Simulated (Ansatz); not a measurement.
Geometry optimisation, UKS r2SCAN/def2-SVP in Ansatz 0.2.0.

The input (input.yaml):

```yaml
crystal:
  periodic: [false, false, false]
  atoms:
    - { symbol: Al, position_ang: [-1.46992, 0.32847, -0.42473] }
    - { symbol: Mg, position_ang: [1.03115, -0.2649, 0.30766] }
    - { symbol: Cl, position_ang: [3.10457, 0.28813, -0.03002] }
    - { symbol: H, position_ang: [-1.74712, 1.52023, -1.47358] }
magnetization:
  spin_polarized: true
  initial_magnetization: 1
basis:
  gaussian: { orbitals: def2-SVP }
hamiltonian:
  xc: r2scan
relax:
  f_tol: 0.015
  max_steps: 40
output:
  orbitals: {}
```

Launched with:

```bash
$ ansatz run input.yaml --threads 1 --pin off --max-ram 2048MiB --backend cpu --events-out ev --progress --plain --runs-dir out
```

Q: Where does it end, and by what steps?

A: The forces met the threshold. After 7 steps the energy has fallen by 0.277 eV; Mg2 moved furthest, 0.72 Å.

```csv
step,energy less start (eV),largest force component (eV/Å),accepted
0,0.0000,0.768,yes
1,-0.1194,0.278,yes
2,-0.1696,0.209,yes
3,-0.2395,0.104,yes
4,-0.2660,0.226,yes
5,-0.2730,0.158,yes
6,-0.2765,0.047,yes
7,-0.2770,0.009,yes
```

```xyz
4
Properties=species:S:1:pos:R:3
Al -1.448 0.371 -0.456
Mg 1.251 0.253 -0.139
Cl 3.374 -0.145 0.374
H -2.258 1.393 -1.401
```

The run took 50 s on 1 thread of Arm Neoverse V2, with other jobs on the host, peak memory 0.2 GiB.
